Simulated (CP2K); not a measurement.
# HCl (hydrogen chloride) at HF/3-21G

Aim: the vertical ionisation energy of HCl (hydrogen chloride) at HF/3-21G, from 2 runs. 

The results are computed with CP2K 2026.2.

**1. The molecule**

HCl has 2 atoms, charge 0, and is taken as a singlet. SMILES: `Cl`. The coordinates come from a PBE0-D4/def2-TZVP relaxation.

Bond lengths: Cl1–H2 1.279 Å.

**2. A single-point energy at HF/3-21G**

File gas.inp:

```
&GLOBAL
  PROJECT gas
  RUN_TYPE ENERGY
  PRINT_LEVEL MEDIUM
&END GLOBAL

&FORCE_EVAL
  METHOD QS
  &DFT
    BASIS_SET_FILE_NAME ./3_21g.basis
    POTENTIAL_FILE_NAME POTENTIAL
    &QS
      METHOD GAPW
      EPS_DEFAULT 1.0E-10
    &END QS
    &MGRID
      CUTOFF 280
      REL_CUTOFF 50
      NGRIDS 4
    &END MGRID
    &POISSON
      PERIODIC NONE
      POISSON_SOLVER WAVELET
    &END POISSON
    # self-consistent field
    &SCF
      SCF_GUESS ATOMIC
      EPS_SCF 1.0E-06
      MAX_SCF 40
      &OT
        MINIMIZER CG
        PRECONDITIONER FULL_SINGLE_INVERSE
      &END OT
      &OUTER_SCF
        EPS_SCF 1.0E-06
        MAX_SCF 8
      &END OUTER_SCF
    &END SCF
    &XC
      &XC_FUNCTIONAL NONE
      &END XC_FUNCTIONAL
      &HF
        FRACTION 1
        &SCREENING
          EPS_SCHWARZ 1.0E-10
        &END SCREENING
        &MEMORY
          MAX_MEMORY 1050
        &END MEMORY
      &END HF
    &END XC
    # extra output
    &PRINT
      &MOMENTS
        PERIODIC F
        REFERENCE COM
        MAX_MOMENT 1
      &END MOMENTS
      &MO_CUBES
        NLUMO 5
        NHOMO -1
        WRITE_CUBE F
      &END MO_CUBES
      &LOWDIN ON
      &END LOWDIN
      &HIRSHFELD OFF
      &END HIRSHFELD
    &END PRINT
  &END DFT
  # structure
  &SUBSYS
    # box in angstrom
    &CELL
      ABC 11.1 11.1 11.1
      PERIODIC NONE
    &END CELL
    &COORD
      Cl     0.546000    -0.178500     0.280800
      H     -0.546000     0.178500    -0.280800
    &END COORD
    &TOPOLOGY
      &CENTER_COORDINATES
      &END CENTER_COORDINATES
    &END TOPOLOGY
    &KIND Cl
      BASIS_SET 3-21G
      POTENTIAL ALL
      LEBEDEV_GRID 194
      RADIAL_GRID 100
    &END KIND
    &KIND H
      BASIS_SET 3-21G
      POTENTIAL ALL
      LEBEDEV_GRID 194
      RADIAL_GRID 100
    &END KIND
  &END SUBSYS
&END FORCE_EVAL
```

Run with:

```console
$ OMP_NUM_THREADS=1 cp2k.psmp gas.inp > gas.out
```

Log:

```text
CP2K| version string:                                       CP2K version 2026.2
[...]
 GLOBAL| Method name                                                        CP2K
[...]
 GLOBAL| Run type                                                         ENERGY
[...]
 DFT| Spin restricted Kohn-Sham (RKS) calculation                            RKS
 DFT| Multiplicity                                                             1
[...]
 DFT| Charge                                                                   0
[...]
 QS| Method:                                                                GAPW
[...]
 QS| Density cutoff [a.u.]:                                                140.0
[...]
 QS| Relative density cutoff [a.u.]:                                        25.0
[...]
                             - Atoms:                                          2
[...]
                             - Spherical basis functions:                     15
[...]
 Number of electrons:                                                         18
[...]
     1 OT CG       0.80E-01    1.1     3.31469874      -441.9192049003 -4.42E+02
[...]
    40 OT CG       0.25E-02    0.6     0.00000086      -457.8695268580 -1.71E-13
  *** SCF run converged in    40 steps ***
[...]
  Overlap energy of the core charge distribution:               0.00000082633930
  Self energy of the core charge distribution:               -200.25290035557865
  Core Hamiltonian energy:                                   -262.95822356722050
  Hartree energy:                                              54.79894102003537
  Exchange-correlation energy:                                  0.00000000000000
  Hartree-Fock Exchange energy:                               -27.85813586799607
[...]
                     Mulliken Population Analysis
 #  Atom  Element  Kind  Atomic population                           Net charge
       1     Cl       1         17.206115                             -0.206115
       2     H        2          0.793885                              0.206115
 # Total charge                             18.000000                 -0.000000
[...]
  Dipole moment [Debye]
    X= -0.1576463E+01 Y=  0.5153819E+00 Z= -0.8107527E+00  Total=      1.8461238
[...]
 HOMO - LUMO gap [eV] :   17.706491
 ENERGY| Total FORCE_EVAL ( QS ) energy [hartree]           -457.869526857980645
[...]
```

Wall time 2.2 min (1 thread of Arm Neoverse V1, shared host); peak memory 0.71 GiB.

**3. The doublet cation, same level**

File run.inp:

```
&GLOBAL
   PROJECT_NAME run
   RUN_TYPE ENERGY
   PRINT_LEVEL MEDIUM
&END GLOBAL

&FORCE_EVAL
   METHOD QUICKSTEP
   &DFT
      BASIS_SET_FILE_NAME ./3_21g.basis
      POTENTIAL_FILE_NAME POTENTIAL
      CHARGE 1
      MULTIPLICITY 2
      UKS T
      ! Quickstep
      &QS
         METHOD GAPW
         EPS_DEFAULT 1.0E-10
      &END QS
      &MGRID
         CUTOFF 280
         REL_CUTOFF 50
         NGRIDS 4
      &END MGRID
      &POISSON
         PERIODIC NONE
         POISSON_SOLVER WAVELET
      &END POISSON
      ! SCF settings
      &SCF
         SCF_GUESS ATOMIC
         EPS_SCF 1.0E-07
         MAX_SCF 80
         ADDED_MOS 10
         &DIAGONALIZATION
            ALGORITHM STANDARD
         &END DIAGONALIZATION
         &MIXING
            METHOD DIRECT_P_MIXING
            ALPHA 0.4
         &END MIXING
      &END SCF
      ! functional
      &XC
         &XC_FUNCTIONAL NONE
         &END XC_FUNCTIONAL
         &HF
            FRACTION 1
            &SCREENING
               EPS_SCHWARZ 1.0E-10
            &END SCREENING
            &MEMORY
               MAX_MEMORY 1050
            &END MEMORY
         &END HF
      &END XC
      &PRINT
         &MOMENTS
            PERIODIC F
            REFERENCE COM
            MAX_MOMENT 1
         &END MOMENTS
         &MO ON
            ENERGIES T
            OCCUPATION_NUMBERS T
            NDIGITS 6
            &EACH
               QS_SCF 0
            &END EACH
            ADD_LAST NUMERIC
         &END MO
         &LOWDIN ON
         &END LOWDIN
         &HIRSHFELD OFF
         &END HIRSHFELD
      &END PRINT
   &END DFT
   &SUBSYS
      &CELL
         ABC 11.1 11.1 11.1
         PERIODIC NONE
      &END CELL
      &COORD
         Cl     6.096000     5.371500     5.830800
         H      5.004000     5.728500     5.269200
      &END COORD
      &KIND Cl
         BASIS_SET 3-21G
         POTENTIAL ALL
         LEBEDEV_GRID 194
         RADIAL_GRID 100
      &END KIND
      &KIND H
         BASIS_SET 3-21G
         POTENTIAL ALL
         LEBEDEV_GRID 194
         RADIAL_GRID 100
      &END KIND
   &END SUBSYS
&END FORCE_EVAL
```

Run with:

```console
$ OMP_NUM_THREADS=1 cp2k.psmp -i run.inp -o run.out
```

Log, cut to the lines that bear on the results:

```text
CP2K| version string:                                       CP2K version 2026.2
[...]
 GLOBAL| Method name                                                        CP2K
[...]
 GLOBAL| Run type                                                         ENERGY
[...]
 DFT| Spin unrestricted (spin-polarized) Kohn-Sham calculation               UKS
 DFT| Multiplicity                                                             2
[...]
 DFT| Charge                                                                   1
[...]
 QS| Method:                                                                GAPW
[...]
 QS| Density cutoff [a.u.]:                                                140.0
[...]
 QS| Relative density cutoff [a.u.]:                                        25.0
[...]
                             - Atoms:                                          2
[...]
                             - Spherical basis functions:                     15
[...]
 Number of electrons:                                                          9
[...]
     1 P_Mix/Diag. 0.40E+00    1.2     0.28235208      -441.6696317020 -4.42E+02
[...]
    14 DIIS/Diag.  0.45E-07    0.8     0.00000006      -457.4331538356 -7.96E-13
  *** SCF run converged in    14 steps ***
[...]
  Overlap energy of the core charge distribution:               0.00000082633930
  Self energy of the core charge distribution:               -200.25290035557865
  Core Hamiltonian energy:                                   -263.25891853882251
  Hartree energy:                                              55.25517156460648
  Exchange-correlation energy:                                  0.00000000000000
  Hartree-Fock Exchange energy:                               -27.55551129340400
[...]
  Ideal and single determinant S**2 :                    0.750000       0.752512
[...]
                     Mulliken Population Analysis
 #  Atom  Element  Kind  Atomic population (alpha,beta) Net charge  Spin moment
       1     Cl       1         8.707416     7.645404     0.647179     1.062012
       2     H        2         0.292584     0.354596     0.352821    -0.062012
 # Total charge and spin        9.000000     8.000000     1.000000     1.000000
[...]
  Dipole moment [Debye]
    X= -0.2065333E+01 Y=  0.6752049E+00 Z= -0.1062171E+01  Total=      2.4186171
 ENERGY| Total FORCE_EVAL ( QS ) energy [hartree]           -457.433153835563019
[...]
```

Run time: 13 s. Hardware: 1 thread of Arm Neoverse V1, shared host; peak memory 0.74 GiB.

**4. Results**

Level: HF/3-21G.

| quantity | value |
| --- | --- |
| singlet HCl: total energy | -457.86953 Eh |
| singlet HCl: dipole moment | 1.85 D |
| singlet HCl: HOMO energy | -13.05 eV |
| singlet HCl: LUMO energy | 4.66 eV |
| singlet HCl: HOMO–LUMO gap | 17.71 eV |
| doublet cation: total energy | -457.43315 Eh |
| doublet cation: HOMO energy (highest over α and β) | -23.03 eV |
| doublet cation: LUMO energy (lowest over α and β) | -10.82 eV |
| doublet cation: ⟨S²⟩ | 0.753 |
| vertical ionisation energy (to the doublet cation) | 11.874 eV |

What this shows: The vertical ionisation energy comes to 11.87 eV (1146 kJ/mol). −ε(HOMO) before ionisation, 13.05 eV, is 1.17 eV above this ionisation energy.
